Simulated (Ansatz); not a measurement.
A run of Ansatz (development build ahead of 0.2.0) on quartet SiN at this shape:

```yaml
atoms:
  - { symbol: Si, position_ang: [0.0000, 0.0000, 0.0000] }
  - { symbol: N, position_ang: [0.0000, 0.0000, 4.4880] }
```

Its results:

* Converged: yes
* Total energy: -343.91098 hartree
* Spin squared of the determinant: 3.750
* Stability test: minimum among restricted orbitals

(1) Which input gives this output? Name the method, the orbitals and the basis set, and write the input.

## Answers

(1) ωB97 (restricted open-shell) in pcseg-2.

```yaml
crystal:
  periodic: [false, false, false]
  atoms:
    - { symbol: Si, position_ang: [0.0, 0.0, 0.0] }
    - { symbol: "N", position_ang: [0.0, 0.0, 4.488] }
basis:
  gaussian: { orbitals: pcseg-2 }
magnetization:
  initial_magnetization: 3
hamiltonian:
  xc: { name: wB97 }
```

Caution: stretched shape with no unrestricted run beside it, a lower state can exist; charge can spread falsely over distant fragments.
